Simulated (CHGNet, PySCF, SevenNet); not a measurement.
Lattice parameter a of rock-salt MgS: levels of theory against measurement

Reference value: 5.188 Å (measured, corrected for zero-point motion; as tabulated in Goldzak et al. (2022), arXiv:2208.04865).

### Question
What do CHGNet 0.3.0, CHGNet-r²SCAN, SevenNet-0, PBE0, Hartree–Fock, MP2, CCSD, CCSD(T) give, and how far is each from the reference?

### Answer

| level (code) | value (Å) | error (%) |
|---|---|---|
| CHGNet 0.3.0 | 5.227 | +0.75 |
| CHGNet-r²SCAN | 5.193 | +0.10 |
| SevenNet-0 | 5.223 | +0.67 |
| PBE0 (PySCF) | 5.200 ± 0.02 | +0.23 |
| Hartree–Fock (PySCF) | 5.283 ± 0.02 | +1.83 |
| MP2 (PySCF) | 5.179 ± 0.02 | -0.17 |
| CCSD (PySCF) | 5.198 ± 0.02 | +0.19 |
| CCSD(T) (PySCF) | 5.198 ± 0.02 | +0.19 |

Once the reference is moved by up to 0.30 % (a margin picked here for doubts on the reference and the settings) and values within 0.10 % count as equal, the nearest can be CHGNet-r²SCAN (+0.10 %), MP2 (-0.17 %), CCSD (+0.19 %), CCSD(T) (+0.19 %) or PBE0 (+0.23 %). Farthest off among them: Hartree–Fock (+1.83 %).

A ± on a computed value is a rough bar: the spread of its extrapolation, a floor set from checks against published values, or a statistical error.

Machine-learned potentials (CHGNet 0.3.0, CHGNet-r²SCAN, SevenNet-0) are trained on DFT data: a solid inside that data is no test of them.

Differences are worked out from the printed values.
